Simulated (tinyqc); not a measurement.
Ways to converge the cycle: SCF convergence aids in the sto-3g basis, for H2F+, spin multiplicity 1. Computed by the program tinyqc with PySCF. RHF with one setting changed at a time; a run stops when the energy changes by less than 1e-09 hartree and the error matrix is below 1e-5. The start is the Wolfsberg-Helmholz matrix. Damping d keeps d of the old density; a shift (hartree) raises the virtual levels; DIIS n extrapolates F over n matrices.

Geometry (angstrom):

| atom | x | y | z |
|---|---|---|---|
| F | 0.0000 | 0.0000 | 0.0000 |
| H | 0.0000 | 1.0150 | 0.7670 |
| H | 0.0000 | -1.0150 | 0.7670 |

lowest restricted solution found by these runs and by PySCF = -98.750039 hartree

Largest element of the error matrix X^T (FDS - SDF) X:

| iteration | plain | damping 0.3 | damping 0.6 | shift 0.4 | DIIS 3 | DIIS 8 |
|---|---|---|---|---|---|---|
| 1 | 3.5e-01 | 3.5e-01 | 3.5e-01 | 3.5e-01 | 3.5e-01 | 3.5e-01 |
| 2 | 1.1e-01 | 1.3e-01 | 2.3e-01 | 1.5e-01 | 1.1e-01 | 1.1e-01 |
| 3 | 1.6e-02 | 6.3e-02 | 1.5e-01 | 6.4e-02 | 1.7e-02 | 1.7e-02 |
| 4 | 6.4e-03 | 3.1e-02 | 9.4e-02 | 2.9e-02 | 5.2e-03 | 5.2e-03 |
| 5 | 2.2e-03 | 1.5e-02 | 6.0e-02 | 1.2e-02 | 1.0e-03 | 1.0e-03 |
| 6 | 9.7e-04 | 7.1e-03 | 4.3e-02 | 5.0e-03 | 5.4e-04 | 4.2e-05 |
| 8 | 2.1e-04 | 1.6e-03 | 2.2e-02 | 2.1e-03 | 6.6e-06 | 2.4e-09 |
| 10 | 5.6e-05 | 3.8e-04 | 1.1e-02 | 1.0e-03 | - | - |
| 14 | 5.3e-06 | 8.1e-05 | 2.7e-03 | 2.4e-04 | - | - |
| 20 | - | 8.6e-06 | 3.2e-04 | 2.7e-05 | - | - |
| 30 | - | - | 3.2e-05 | - | - | - |

How each run ends:

| run | iterations | E (hartree) | state |
|---|---|---|---|
| plain | 14 | -98.75004 | lowest found |
| damping 0.3 | 20 | -98.75004 | lowest found |
| damping 0.6 | 40 | -98.75004 | lowest found |
| shift 0.4 | 23 | -98.75004 | lowest found |
| DIIS 3 | 8 | -98.75004 | lowest found |
| DIIS 8 | 8 | -98.75004 | lowest found |

What does the comparison show, and why?

6 of 6 runs reach the lowest restricted solution found, in 8 to 40 iterations (fastest: DIIS 3, DIIS 8). Plain steps already contract here, so damping only slows them. DIIS 3 and DIIS 8 gain by cancelling the error over several earlier matrices, much as a quasi-Newton step does.
